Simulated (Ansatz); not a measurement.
# H₄MgOSi (SMILES [MgH][O][SiH3]): a rigid scan of the bond length O2–Si3

One table from this session's results is given with a row withheld; the runs are named, their logs left out.

Program: Ansatz 0.2.0, Gaussian basis. Level of theory: single points in def2-TZVPP. These are calculated values, not measurements.

Levels: PBE-D4, r2SCAN-D4, PBE0-D4, B3LYP-D4, wB97M-V, Hartree-Fock, MP2, CCSD, CCSD(T). The scan takes 1.386, 1.433, 1.502, 1.584, 1.673, 1.770, 1.873, 1.981, 2.094 Å.

Cores are frozen in the correlated methods. The outer core shell of Li, Na, Mg and K is correlated. B3LYP uses VWN-RPA correlation.

19 further runs of the same task are left out: 19 set aside as unsound or not needed.

### Where the work starts

The minimum, relaxed at PBE0-D4: 7 atoms, charge 0, spin multiplicity 1.

Atoms are counted from 1 here; the program's logs count them from 0.

Bond lengths: Mg1–O2 1.795 Å, Mg1–H4 1.687 Å, O2–Si3 1.611 Å, Si3–H5 1.493 Å, Si3–H6 1.493 Å, Si3–H7 1.493 Å. Angles: O2–Mg1–H4 180.0°, Mg1–O2–Si3 179.9°, O2–Si3–H5 111.5°, O2–Si3–H6 111.5°, O2–Si3–H7 111.5°, H5–Si3–H6 107.4°, H5–Si3–H7 107.4°, H6–Si3–H7 107.4°.

Geometry (Å):

```xyz
7
charge 0, multiplicity 1
Mg   -1.99622   -0.73085   -0.53653
O    -0.35696   -0.14276   -0.10278
Si    1.11393    0.38744    0.28573
H    -3.53731   -1.28355   -0.94435
H     1.83600    0.91884   -0.90824
H     1.04963    1.48624    1.29462
H     1.95224   -0.70337    0.86594
```

Energies of the minimum (eV), from earlier single points: PBE-D4 -15427.36641, r2SCAN-D4 -15434.81431, PBE0-D4 -15428.76597, B3LYP-D4 -15438.89052, wB97M-V -15435.55308, CCSD(T) -15414.61074.

At the minimum the bond length O2–Si3 is 1.611 Å.

Set-up of the first run:

Input file ccsdt-tzvpp/in.yaml:

```yaml
crystal:
  periodic: [false, false, false]
  atoms:
    - {symbol: Mg, position_ang: [-1.996217, -0.730848, -0.536526]}
    - {symbol: O, position_ang: [-0.356963, -0.142760, -0.102782]}
    - {symbol: Si, position_ang: [0.908434, 0.313370, 0.231454]}
    - {symbol: H, position_ang: [-3.537313, -1.283551, -0.944346]}
    - {symbol: H, position_ang: [1.630499, 0.844770, -0.962519]}
    - {symbol: H, position_ang: [0.844131, 1.412167, 1.240339]}
    - {symbol: H, position_ang: [1.746746, -0.777443, 0.811666]}
basis:
  gaussian: {orbitals: def2-TZVPP}
correlation: {method: ccsd_t}
```

No record of the launch command was kept for these runs.

Steps of the session up to this table: O2–Si3 = 1.386 Å; O2–Si3 = 1.433 Å; O2–Si3 = 1.502 Å; O2–Si3 = 1.584 Å; O2–Si3 = 1.673 Å; O2–Si3 = 1.770 Å; O2–Si3 = 1.873 Å; O2–Si3 = 1.981 Å; O2–Si3 = 2.094 Å.

One of the session's tables, all rows but one given; the rest of the session is left out.

Energies less that of the minimum at the same level (kcal/mol):

| bond length (Å) | PBE-D4 | PBE0-D4 | B3LYP-D4 | wB97M-V | Hartree-Fock |
| --- | --- | --- | --- | --- | --- |
| 1.386 | 36.5 | 33.2 | 34.0 | 34.0 | 29.9 |
| 1.433 | 21.4 | 18.9 | 19.5 | 19.5 | 16.2 |
| 1.502 | ? | ? | ? | ? | ? |
| 1.584 | 0.7 | 0.3 | 0.4 | 0.4 | -0.1 |
| 1.611 (minimum) | 0.0 | 0.0 | 0.0 | 0.0 | 0.0 |
| 1.673 | 0.6 | 1.5 | 1.2 | 1.3 | 2.5 |
| 1.770 | 5.9 | 8.2 | 7.5 | 7.8 | 11.0 |
| 1.873 | 15.1 | 18.8 | 17.6 | 18.2 | 23.5 |
| 1.981 | 26.7 | 31.7 | 30.1 | 31.2 | 38.5 |
| 2.094 | 39.5 | 45.9 | 43.7 | 45.4 | 54.8 |

Estimate the missing values for bond length (Å) = 1.502.

Worked estimate for «PBE-D4». A straight line through the neighbours (1.433, 21.4) and (1.584, 0.7) gives 21.4 + (0.7 − 21.4) × (1.502 − 1.433) / (1.584 − 1.433) = 11.9; a parabola fitted to 4 rows on both sides gives 8.5.

**Answer.** PBE-D4: 7.7; PBE0-D4: 6.2; B3LYP-D4: 6.6; wB97M-V: 6.5; Hartree-Fock: 4.4. In «PBE-D4» the line misses by +4.2 and the parabola by +0.8.
